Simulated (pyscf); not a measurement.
Thermochemistry of product channels of boron trichloride (Cl–B(Cl)–Cl) + borane (BH₃) on the singlet surface, in kcal/mol, from CCSD(T)/def2-TZVPP + ΔMP2(QZVPP) energies (ideal gas, 1 atm, RRHO with modes under 100 cm⁻¹ raised to 100, one conformer, R ln 2 for chiral ones without a mode under 150 cm⁻¹). PySCF, gas phase, ωB97X-D3(BJ)/def2-SVP geometries. MP2 and CC: frozen core, UHF for open shells. ΔMP2 is the change of the MP2 total energy from the triple- to the quadruple-zeta basis.

```tsv
products	ΔE	ΔH(298 K)	ΔG(600 K)	ΔG(900 K)
H₂B–Cl + Cl–BH–Cl	…	-6.3	-9.6	…
hydrogen chloride (HCl) + H₂B–B(Cl)–Cl	+18.1	+18.0	+15.3	+13.6
```

**Question.** Fill in the missing entries.

**Answer.** 
- H₂B–Cl + Cl–BH–Cl, ΔE: -7.3
- H₂B–Cl + Cl–BH–Cl, ΔG(900 K): -11.1

These are energies of the channels, which say nothing of barriers. The CCSD(T) − MP2 part came from Ansatz, without density fitting, on the same reference.
